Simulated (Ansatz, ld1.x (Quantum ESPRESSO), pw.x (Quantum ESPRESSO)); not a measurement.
**pw.x on bcc Ta: one setting changed**

Potential: PAW, ld1.x (Quantum ESPRESSO) 7.5, PBEsol; core [Kr] 4d10 4f14, reference 5s2 5p6 5d3 6s2 6p0; waves: 5s (bound): rcut 1.60, rcutus 1.70 bohr; 6s (bound): rcut 1.60, rcutus 1.70 bohr; 5p (bound): rcut 1.85, rcutus 2.15 bohr; 6p (bound, empty): rcut 1.85, rcutus 2.15 bohr; 5d (bound): rcut 1.35, rcutus 1.70 bohr; 5d channel at 0.15 Ry: rcut 1.35, rcutus 1.70 bohr; local part: all-electron potential smoothed inside 1.70 bohr (lloc = -2); core correction: Bessel-smoothed model core, default radius (core density twice the valence density); augmentation: BESSEL, radius 1.40 bohr.

The reference run (k-mesh 14³, cutoffs 55/440 Ry, Fermi–Dirac 0.01 Ry, mixing_beta 0.4, conv_thr 1e-9, no spin) gives -0.35 GPa at 17.551 Å³/atom, where all-electron LAPW gives 1.56 GPa. This run, with its own iteration cap, changes smearing to mv.

```
&control
  calculation='scf', prefix='x', pseudo_dir='./', outdir='./tmp', tstress=.true., disk_io='none'
/
&system
  ibrav=0, nat=1, ntyp=1, ecutwfc=55, ecutrho=440, nbnd=14,
  occupations='smearing', smearing='mv', degauss=0.01
/
&electrons
  conv_thr=1e-09, mixing_beta=0.4, electron_maxstep=60
/
ATOMIC_SPECIES
Ta 1.0 Ta.UPF
CELL_PARAMETERS angstrom
  -1.63712042 1.63712042 1.63712042
  1.63712042 -1.63712042 1.63712042
  1.63712042 1.63712042 -1.63712042
ATOMIC_POSITIONS crystal
Ta 0.0000 0.0000 0.0000
K_POINTS automatic
14 14 14 0 0 0
```

```bash
pw.x < Ta.scf.in > Ta.scf.out
```

How does the run end?

It converges in 9 iterations; the free energy moves by +36.1 meV/atom and the pressure by -0.02 GPa. This scheme is built to cancel the term in the square of the width that Fermi–Dirac smearing leaves in the F of a metal.

```
Message from routine setup:
     using ibrav=0 with symmetry is DISCOURAGED, use correct ibrav instead
     lattice parameter (alat)  =       5.3585  a.u.
     unit-cell volume          =     118.4400 (a.u.)^3
     number of electrons       =        13.00
     number of Kohn-Sham states=           14
     kinetic-energy cutoff     =      55.0000  Ry
     charge density cutoff     =     440.0000  Ry
     scf convergence threshold =      1.0E-09
     Exchange-correlation= SLA  PW   PSX  PSC
     number of k points=   104  Marzari-Vanderbilt smearing, width (Ry)=  0.0100
     iteration #  1     ecut=    55.00 Ry     beta= 0.40
     total energy              =    -717.88020316 Ry
     estimated scf accuracy    <       0.04579356 Ry
     iteration #  2     ecut=    55.00 Ry     beta= 0.40
     total energy              =    -717.87848133 Ry
     estimated scf accuracy    <       0.01087948 Ry
     iteration #  3     ecut=    55.00 Ry     beta= 0.40
     total energy              =    -717.87958763 Ry
     estimated scf accuracy    <       0.00020066 Ry
     iteration #  4     ecut=    55.00 Ry     beta= 0.40
     total energy              =    -717.87968860 Ry
     estimated scf accuracy    <       0.00002081 Ry
     iteration #  5     ecut=    55.00 Ry     beta= 0.40
     total energy              =    -717.87969182 Ry
     estimated scf accuracy    <       0.00000026 Ry
     iteration #  6     ecut=    55.00 Ry     beta= 0.40
     total energy              =    -717.87969286 Ry
     estimated scf accuracy    <       0.00000031 Ry
     iteration #  7     ecut=    55.00 Ry     beta= 0.40
     total energy              =    -717.87969304 Ry
     estimated scf accuracy    <       0.00000015 Ry
     iteration #  8     ecut=    55.00 Ry     beta= 0.40
     total energy              =    -717.87969310 Ry
     estimated scf accuracy    <       0.00000003 Ry
     iteration #  9     ecut=    55.00 Ry     beta= 0.40
     the Fermi energy is    18.4984 ev
!    total energy              =    -717.87969311 Ry
     estimated scf accuracy    <          9.2E-10 Ry
     smearing contrib. (-TS)   =       0.00017936 Ry
     The total energy is F=E-TS. E is the sum of the following terms:
     one-electron contribution =     -10.70313274 Ry
     hartree contribution      =      15.71216144 Ry
     xc contribution           =    -118.42163995 Ry
     ewald contribution        =     -99.40017110 Ry
     one-center paw contrib.   =    -505.06709013 Ry
     convergence has been achieved in   9 iterations
          total   stress  (Ry/bohr**3)                   (kbar)     P=       -3.67
     Message from routine punch:
     Nothing written, as per user request (disk_io='none')
```

The run took about 19 s on one core of a shared host (Neoverse-V1, 32 threads, 247 GiB, load 24).
